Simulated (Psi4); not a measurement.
**BH6N (B(NH3)H3): a first try and a second**

Aim: the energy of BH6N (B(NH3)H3) at HF-D3(BJ)/def2-SVP (density fitting).

The calculation is run with Psi4 1.11.

## 1. The system as given

BH6N: 8 atoms, total charge 0, spin state singlet. As SMILES, `[H]B([H])([H])<-N`. Geometry: a GFN2-xTB (4 decimals) relaxation, a rough one for these elements and not checked as a minimum.

Bond lengths: B1–N2 1.659 Å, N2–H3 1.013 Å, N2–H4 1.013 Å, N2–H5 1.013 Å, B1–H6 1.191 Å, B1–H7 1.191 Å, B1–H8 1.190 Å. Some angles: B1–N2–H3 108.6°, B1–N2–H4 108.6°, B1–N2–H5 108.6°, N2–B1–H6 105.5°, N2–B1–H7 105.6°, N2–B1–H8 105.6°, H3–N2–H4 110.3°, H3–N2–H5 110.4°, H4–N2–H5 110.3°, H6–B1–H7 113.1°.

## 2. The input as first written

File bh6n.sdf:

```

     RDKit          3D

  8  7  0  0  0  0  0  0  0  0999 V2000
   -0.0022    0.0030   -0.8307 B   0  0  0  0  0  0  0  0  0  0  0  0
    0.0021   -0.0030    0.8280 N   0  0  0  0  0  0  0  0  0  0  0  0
   -0.9561    0.0344    1.1535 H   0  0  0  0  0  0  0  0  0  0  0  0
    0.5158    0.8072    1.1527 H   0  0  0  0  0  0  0  0  0  0  0  0
    0.4496   -0.8541    1.1461 H   0  0  0  0  0  0  0  0  0  0  0  0
    1.1434   -0.0321   -1.1528 H   0  0  0  0  0  0  0  0  0  0  0  0
   -0.5450    1.0152   -1.1449 H   0  0  0  0  0  0  0  0  0  0  0  0
   -0.6076   -0.9705   -1.1519 H   0  0  0  0  0  0  0  0  0  0  0  0
  2  1  1  0
  3  2  1  0
  4  2  1  0
  5  2  1  0
  6  1  1  0
  7  1  1  0
  8  1  1  0
M  CHG  2   1  -1   2   1
M  END
$$$$
```

File bh6n.py:

```python
import psi4
from rdkit import Chem

psi4.set_memory(1600000000)
psi4.set_num_threads(1)
psi4.core.set_output_file('output.dat', False)

rd = Chem.SDMolSupplier('bh6n.sdf', removeHs=False, sanitize=False)[0]
xyz = rd.GetConformer().GetPositions()
atoms = '\n'.join(f'{a.GetSymbol()} {x:.4f} {y:.4f} {z:.4f}' for a, (x, y, z) in zip(rd.GetAtoms(), xyz))
molecule = psi4.geometry('0 1\n' + atoms + '\nsymmetry c1')

psi4.set_options({
    'basis': 'def2-SVP',
    'scf_type': 'disk_df',
    'max_scf_iter': 100,
})

energy_value, wavefunction = psi4.energy('hf-d3bj2b', molecule=molecule, return_wfn=True)
print('E =', round(energy_value, 9))
for k, v in sorted(psi4.core.scalar_variables().items()):
    print(f'{k:45s} {v:18.10f}')
```

Launch:

```bash
$ python bh6n.py
```

output.dat:

```text
Error: option MAX_SCF_ITER is not contained in the list of available options.

Did you mean?
```

On the terminal:

```text
Error: option MAX_SCF_ITER is not contained in the list of available options.

Did you mean?

Traceback (most recent call last):
  File "bh6n.py", line 13, in <module>
    psi4.set_options({
```

Run time: 0.78 s. Hardware: 1 thread of Intel Xeon 6975P-C (Granite Rapids), shared host; peak memory 0.17 GiB.

## 3. Diagnosis

The program refused the input.

The log says `Error: option MAX_SCF_ITER is not contained in the list of available options.`. The fault: the input text is malformed or holds a word that the program doesn't know.

## 4. Try two

bh6n.sdf is that of step 2.

File job.py:

```python
import psi4
from rdkit import Chem

psi4.set_memory(1600000000)
psi4.set_num_threads(1)
psi4.core.set_output_file('output.dat', False)

rd = Chem.SDMolSupplier('bh6n.sdf', removeHs=False, sanitize=False)[0]
xyz = rd.GetConformer().GetPositions()
atoms = '\n'.join(f'{a.GetSymbol()} {x:.4f} {y:.4f} {z:.4f}' for a, (x, y, z) in zip(rd.GetAtoms(), xyz))
geom = psi4.geometry('0 1\n' + atoms + '\nsymmetry c1')

psi4.set_options(dict(basis='def2-SVP', scf_type='disk_df'))

energy_value = psi4.energy('hf-d3bj2b')
print(f'total energy {energy_value:.8f} hartree = {energy_value * 27.211386:.5f} eV')
```

Launch:

```bash
$ python job.py
```

output.dat:

```text
=> Loading Basis Set <=

    Name: DEF2-SVP
    Role: ORBITAL
    Keyword: BASIS

   => HF-D3(BJ): Empirical Dispersion <=

        s6 =       1.000000
        s8 =       0.917100
        a1 =       0.338500
        a2 =       2.883000

         ---------------------------------------------------------
                                   SCF
                              RHF Reference
                        1 Threads,   1525 MiB Core
         ---------------------------------------------------------

  ==> Geometry <==

    Molecular point group: c1
    Full point group: C1

    Geometry (in Angstrom), charge = 0, multiplicity = 1:

[... 89 lines left out ...]
                           Total Energy        Delta E     RMS |[F,P]|
[... 2 lines left out ...]
   @DF-RHF iter   1:   -82.50969861385953   -5.09398e-01   5.88325e-03 DIIS/ADIIS
[... 1 line left out ...]
   @DF-RHF iter   3:   -82.58905763353806   -7.44938e-03   5.76010e-04 DIIS/ADIIS
[... 1 line left out ...]
   @DF-RHF iter   5:   -82.59003849625937   -6.78509e-05   3.16336e-05 DIIS
[... 1 line left out ...]
   @DF-RHF iter   7:   -82.59004324330427   -1.51816e-07   1.10512e-06 DIIS
[... 1 line left out ...]
  Energy and wave function converged.
[... 27 lines left out ...]
  @DF-RHF Final Energy:   -82.59004324772120
[... 3 lines left out ...]
    Nuclear Repulsion Energy =             40.7859635326884700
    One-Electron Energy =                -190.8719464487570008
    Two-Electron Energy =                  67.5277380692851068
    Total Energy =                        -82.5900432477211979

Computation Completed

Properties will be evaluated at   0.000000,   0.000000,   0.000000 [a0]

Properties computed using the SCF density matrix

 Multipole Moments:

 ------------------------------------------------------------------------------------
     Multipole            Electronic (a.u.)      Nuclear  (a.u.)        Total (a.u.)
 ------------------------------------------------------------------------------------

 L = 1.  Multiply by 2.5417464519 to convert [e a0] to [Debye]
 Dipole X            :          0.0045393            0.0013911            0.0059304
 Dipole Y            :         -0.0067054           -0.0014238           -0.0081292
 Dipole Z            :          1.7649215            0.4238136            2.1887350
 Magnitude           :                                                    2.1887582

 ------------------------------------------------------------------------------------

	total time  =          2 seconds =       0.03 minutes
```

Standard output:

```text
total energy -82.59004325 hartree = -2247.38955 eV
```

Wall time 2.8 s (1 thread of Intel Xeon 6975P-C (Granite Rapids), shared host); peak memory 0.23 GiB.

## 5. Outcome

Level: HF-D3(BJ)/def2-SVP (density fitting).

```
         quantity          value
     total energy   -82.59004 Eh
    dipole moment         5.56 D
      HOMO energy      -11.24 eV
      LUMO energy        3.66 eV
    HOMO–LUMO gap       14.90 eV
dispersion energy  -83.49 kJ/mol
```
